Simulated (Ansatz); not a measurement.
Run this with Ansatz 0.2.0 through its Python package and show what comes out.

Script `basis.py`:
```python
'''Basis-set convergence for AlH3OSi.'''

import warnings

import ansatz as az

GEOMETRY = '''
O    -1.08760   -0.65050   -0.34030
Al    0.51980   -1.33190   -0.02620
Si   -0.26890    0.85930   -0.16440
H     1.68370   -2.07270    0.86660
H    -0.12410    1.56550   -1.44850
H    -0.68070    1.56630    1.06670
'''

warnings.simplefilter('ignore', az.DeckWarning)

alh3osi = az.Crystal.molecule()
for line in GEOMETRY.strip().splitlines():
    symbol, *xyz = line.split()
    alh3osi = alh3osi.atom(symbol, [float(v) for v in xyz])

job = alh3osi.calculation().functional('hf')

energies = {}
for basis in ['STO-3G', '6-31G', '6-31G*', 'def2-SVP', 'def2-SVPD', 'def2-TZVP', 'def2-TZVPP']:
    rep = job.basis(gaussian=basis).run().report
    size = rep['n_frozen'] + rep['n_occupied'][0] + rep['n_virtual'][0]
    energies[basis] = (rep['reference_energy_ev'] / 27.211386246, rep['free_energy_ev'] / 27.211386246)
    print(f'{basis:14s} {size:4d} orbitals  reference {energies[basis][0]:14.6f} Ha  total {energies[basis][1]:14.6f} Ha')

last = energies['def2-TZVPP'][1]
for basis, (_, total) in energies.items():
    print(f'{basis:14s} lies {27.211386 * (total - last):9.4f} eV above def2-TZVPP')
```

```console
$ python basis.py
STO-3G           26 orbitals  reference    -600.090791 Ha  total    -600.090791 Ha
6-31G            41 orbitals  reference    -607.294760 Ha  total    -607.294760 Ha
6-31G*           59 orbitals  reference    -607.397805 Ha  total    -607.397805 Ha
def2-SVP         65 orbitals  reference    -607.200170 Ha  total    -607.200170 Ha
def2-SVPD        95 orbitals  reference    -607.212675 Ha  total    -607.212675 Ha
def2-TZVP       123 orbitals  reference    -607.489440 Ha  total    -607.489440 Ha
def2-TZVPP      157 orbitals  reference    -607.490198 Ha  total    -607.490198 Ha
STO-3G         lies  201.3481 eV above def2-TZVPP
6-31G          lies    5.3182 eV above def2-TZVPP
6-31G*         lies    2.5142 eV above def2-TZVPP
def2-SVP       lies    7.8921 eV above def2-TZVPP
def2-SVPD      lies    7.5518 eV above def2-TZVPP
def2-TZVP      lies    0.0206 eV above def2-TZVPP
def2-TZVPP     lies    0.0000 eV above def2-TZVPP
```

Against STO-3G: 6-31G -7204.0 mHa, 6-31G* -7307.0 mHa, def2-SVP -7109.4 mHa, def2-SVPD -7121.9 mHa, def2-TZVP -7398.6 mHa and def2-TZVPP -7399.4 mHa. The last step alone is -0.76 mHa (these two sets differ little on atoms other than hydrogen).

Reading the output:
- The settings weren't tested for convergence.
- The geometry is a force-field or estimated start, not a minimum of this method, and the last set is no limit. Much of the fall in a total is atomic energy, which cancels in bond and reaction energies.
- Totals across families of basis sets mostly measure their core functions.
- It ran for 6 s on 1 thread of Arm Neoverse V1, with other jobs on the host, peak memory 0.33 GiB.

(Lines on the test bed's own set-up are left out of the output.)
